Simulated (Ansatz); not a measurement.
```yaml
crystal:
  periodic: [false, false, false]
  atoms:
    - {symbol: Ge, position_ang: [-0.655062, 0.035890, -0.004142]}
    - {symbol: S, position_ang: [1.538780, -0.125370, 0.011898]}
    - {symbol: H, position_ang: [-1.047734, 1.481069, -0.003823]}
    - {symbol: H, position_ang: [-1.225368, -0.638650, 1.205774]}
    - {symbol: H, position_ang: [-1.211526, -0.622921, -1.229815]}
    - {symbol: H, position_ang: [1.741189, 1.182329, -0.052133]}
basis:
  gaussian: {orbitals: def2-TZVP}
hamiltonian: {xc: pbe0}
relax: {f_tol: 0.004, max_steps: 80}
```

```sh
$ ansatz run in.yaml --threads 1 --pin off --events-out ev --progress --plain --max-ram 2176MiB
```

Steps of the relaxation (energy above the last step; positions in Å, forces in eV/Å):

```
6
step 1, 80.2 meV
Ge   -0.655    0.036   -0.004    0.080    0.026   -0.024
S     1.539   -0.125    0.012    0.383   -0.488    0.038
H    -1.048    1.481   -0.004   -0.111    0.699    0.013
H    -1.225   -0.639    1.206   -0.204   -0.344    0.599
H    -1.212   -0.623   -1.230   -0.205   -0.342   -0.601
H     1.741    1.182   -0.052    0.057    0.448   -0.026
```

```
6
step 2, 30.5 meV
Ge   -0.674    0.038   -0.006    0.062   -0.013    0.001
S     1.544   -0.131    0.019    0.077   -0.164    0.016
H    -1.033    1.524    0.000   -0.046    0.083    0.000
H    -1.221   -0.661    1.239   -0.069   -0.042    0.072
H    -1.209   -0.645   -1.267   -0.064   -0.034   -0.072
H     1.733    1.188   -0.058    0.041    0.170   -0.017
```

```
6
step 3, 28.8 meV
Ge   -0.673    0.034   -0.004    0.022    0.042   -0.004
S     1.555   -0.125    0.028   -0.019   -0.065    0.013
H    -1.047    1.522    0.004   -0.001   -0.003    0.003
H    -1.240   -0.668    1.238    0.024   -0.001   -0.002
H    -1.221   -0.646   -1.268    0.020    0.001   -0.001
H     1.766    1.195   -0.070   -0.046    0.026   -0.010
```

```
6
step 6, 10.6 meV
Ge   -0.677    0.062    0.034    0.038   -0.015    0.015
S     1.536   -0.059    0.286   -0.020    0.113   -0.032
H    -1.124    1.528    0.108    0.010    0.015    0.008
H    -1.269   -0.746    1.194   -0.002   -0.012    0.000
H    -1.112   -0.551   -1.306    0.006    0.007   -0.017
H     1.786    1.079   -0.388   -0.032   -0.108    0.026
```

```
6
step 11, 0.0 meV
Ge   -0.680    0.095    0.065    0.000    0.000    0.000
S     1.515    0.060    0.426    0.000    0.001    0.001
H    -1.219    1.528    0.186   -0.001    0.000    0.001
H    -1.273   -0.799    1.161    0.000    0.000    0.000
H    -1.006   -0.469   -1.326    0.001    0.001    0.000
H     1.803    0.897   -0.584    0.000   -0.002   -0.002
```

```
6
step 13, 0.0 meV
Ge   -0.680    0.097    0.067   -0.001    0.000    0.000
S     1.514    0.069    0.433   -0.001   -0.002    0.003
H    -1.227    1.528    0.190    0.001    0.000    0.000
H    -1.272   -0.802    1.158    0.000    0.000    0.000
H    -0.999   -0.464   -1.327    0.000    0.000    0.000
H     1.805    0.884   -0.594    0.002    0.003   -0.003
```

Close pairs at the end: S2–H6 1.343 Å, Ge1–H4 1.533 Å, Ge1–H5 1.536 Å, Ge1–H3 1.537 Å, Ge1–S2 2.225 Å.

A stationary point of restricted PBE0 after 13 steps (its stability towards spin polarisation wasn't tested); no frequencies were run, so it isn't proven a minimum. 36 s on 1 thread of Arm Neoverse V2, shared host.
